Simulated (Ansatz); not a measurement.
# AlH+ (doublet): PBE0, B3LYP over a scan of the distance Al1–H2, cc-pVQZ

How well do these functionals follow the top wave-function level for AlH+ (doublet) over a scan of the distance Al1–H2?

Computed with Ansatz 0.2.0, Gaussian basis. Level: cc-pVQZ, all electrons in the functionals.

To be run: PBE0, B3LYP, at 1.279 Å; 1.424 Å; 1.619 Å; 1.757 Å; 1.970 Å; 2.253 Å; 2.623 Å; 3.063 Å; 3.493 Å; 4.348 Å; 5.588 Å.

27 further runs of the same task are left out: 4 for a known fault of the program, 17 that didn't finish, 6 set aside as unsound or not needed.

## 1. The system

The geometry derives from a PBE0/def2-TZVP stationary point (not a proven minimum). One bond is set to the value named and the two fragments are kept rigid.

2 atoms, charge 1, spin multiplicity 2.

Atoms are counted from 1 here; the program's logs count them from 0.

Bond lengths: Al1–H2 1.619 Å.

No dispersion term is added. B3LYP takes the VWN-RPA correlation.

The geometry shown and the zero of energy belong to the point 1.619 Å. The yardstick, FCI, and other wave-function levels (R restricted, U unrestricted, valence and pair active spaces) come from earlier runs.

## 2. PBE0, 1.279 Å

File in.yaml:

```yaml
crystal:
  periodic: [false, false, false]
  atoms:
    - {symbol: Al, position_ang: [0.000000, 0.000000, 0.000000]}
    - {symbol: H, position_ang: [0.000000, 0.000000, 1.279000]}
basis:
  gaussian: {orbitals: cc-pVQZ}
total_charge: 1
magnetization: {spin_polarized: true, initial_magnetization: 1}
hamiltonian: {xc: {name: PBE0}}
output: {forces: true, orbitals: {seedname: orbitals}}
```

The run is started by

```
> ansatz run in.yaml --threads 1 --pin off --events-out ev --progress --plain --max-ram 2393MiB
```

Further steps of the session: PBE0, 1.424 Å; PBE0, 1.619 Å; PBE0, 1.757 Å; PBE0, 1.970 Å; PBE0, 2.253 Å; PBE0, 2.623 Å; PBE0, 3.063 Å; PBE0, 3.493 Å; PBE0, 4.348 Å; PBE0, 5.588 Å; B3LYP, 1.279 Å; B3LYP, 1.424 Å; B3LYP, 1.619 Å; B3LYP, 1.757 Å; B3LYP, 1.970 Å; B3LYP, 2.253 Å; B3LYP, 2.623 Å; B3LYP, 3.063 Å; B3LYP, 3.493 Å; B3LYP, 4.348 Å; B3LYP, 5.588 Å.

Q: Predict the results of all the runs planned. Wanted: span of the FCI curve; largest miss, PBE0; largest miss, B3LYP.

The runs gave:

```
             quantity                value
span of the FCI curve             1.005 eV
   largest miss, PBE0  +0.097 eV (5.588 Å)
  largest miss, B3LYP  +0.082 eV (5.588 Å)
```

What this shows: Of the functionals, B3LYP keep the smallest largest miss at the points compared (at most 0.082 eV) and PBE0 strays most (0.097 eV, at 5.588 Å). Functionals and the yardstick converge differently with the basis, so part of each miss in cc-pVQZ is the basis.
